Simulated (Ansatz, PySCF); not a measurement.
Species: trans-ethylamine, C$_{2}$H$_{7}$N, charge 0, multiplicity 1. 
Coordinates optimised at B3LYP-D3(BJ)/def2-TZVP (Ansatz, an electronic-structure program):
SMILES: C(C)N
```xyz
10

C      1.2101    -0.3675    -0.0020
C      0.0059     0.5734    -0.0002
N     -1.3057    -0.0740     0.0024
H      2.1508     0.1897    -0.0039
H      1.2028    -1.0109     0.8816
H      1.1996    -1.0116    -0.8851
H      0.0502     1.2284    -0.8744
H      0.0533     1.2290     0.8732
H     -1.4054    -0.6706     0.8165
H     -1.4083    -0.6712    -0.8110
```

PBE beside other levels, property by property. Correlated levels leave the core frozen unless marked. UHF or UKS for open shells. Spin-orbit coupling is left out. No relativistic terms. CBS(X,Y): correlation extrapolated as X^-3; Hartree-Fock from the larger set. The bracket is a focal-point correction in the basis named. Rows marked 298 K are enthalpies with B3LYP-D3(BJ) harmonic zero-point and thermal terms from PySCF. Enthalpies of formation rest on the atoms' values in the G2/97 table (older ones for B and Si), with no core term in the frozen-core levels. The coupled-cluster column (Ansatz) is a level with limits of its own: (a) RI-MP2/CBS(aug-cc-pVTZ,aug-cc-pVQZ)+[CCSD(T)-MP2]/aug-cc-pVTZ; (b) RI-MP2/CBS(cc-pVTZ,cc-pVQZ)+[CCSD(T)-MP2]/cc-pVTZ.

| property | B3LYP-D3(BJ)/def2-TZVPD (Ansatz + dftd3) | HSE06/def2-TZVPD (Ansatz) | CCSD(T)/cc-pVDZ (Ansatz) | coupled cluster | measured |
|---|---|---|---|---|---|
| C-H bond dissociation enthalpy, 298 K, to C[CH]N + H atom (kcal/mol) | 88.3 | 86.3 | 89.1 | 92.8 (b) | - |
| H-N bond dissociation enthalpy, 298 K, to CC[NH] + H atom (kcal/mol) | 97.0 | 95.6 | 93.4 | 101.1 (b) | - |
| proton affinity at N, enthalpy at 298 K, to CC[NH3+] (kcal/mol) | 218.6 | 218.8 | 223.5 | 218.4 (b) | - |
| C-H bond dissociation enthalpy, 298 K, to [CH2]CN + H atom (kcal/mol) | 99.4 | 97.7 | 97.9 | 102.4 (b) | - |
| C-C bond dissociation enthalpy, 298 K, to [CH3] (CH3) + [CH2]N (kcal/mol) | 76.9 | 78.8 | 81.4 | 82.9 (a) | - |
| enthalpy of formation at 298 K by atomisation (kcal/mol) | -15.0 | -11.6 | 55.0 | -11.7 (a) | -11.3 |
| C-N bond dissociation enthalpy, 298 K, to [CH2]C + [NH2] (NH2) (kcal/mol) | 80.1 | 81.9 | 80.4 | 85.3 (a) | - |

Measured values: G2/97 table in ASE (Curtiss et al.); they hold spin-orbit effects, and any other conformers, which all levels lack, and core correlation, which the frozen-core levels lack. This is an older compilation, not checked against later work.

### Question
What does PBE/def2-TZVPD (Ansatz) give for each property, and on which side of the measured value, or else of coupled cluster, does it fall?

### Answer

- C-H bond dissociation enthalpy, 298 K, to C[CH]N + H atom: PBE lies 7.5 kcal/mol below coupled cluster; PBE gives 85.3 kcal/mol.
- H-N bond dissociation enthalpy, 298 K, to CC[NH] + H atom: PBE lies 5.3 kcal/mol below coupled cluster; PBE gives 95.8 kcal/mol.
- proton affinity at N, enthalpy at 298 K, to CC[NH3+]: PBE lies 1.7 kcal/mol below coupled cluster; PBE gives 216.7 kcal/mol.
- C-H bond dissociation enthalpy, 298 K, to [CH2]CN + H atom: PBE lies 5.5 kcal/mol below coupled cluster; PBE gives 96.9 kcal/mol.
- C-C bond dissociation enthalpy, 298 K, to [CH3] (CH3) + [CH2]N: PBE lies 4.0 kcal/mol below coupled cluster; PBE gives 78.9 kcal/mol.
- enthalpy of formation at 298 K by atomisation: PBE lies 11.9 kcal/mol below the measured value; PBE gives -23.2 kcal/mol.
- C-N bond dissociation enthalpy, 298 K, to [CH2]C + [NH2] (NH2): PBE lies 1.7 kcal/mol below coupled cluster; PBE gives 83.6 kcal/mol.
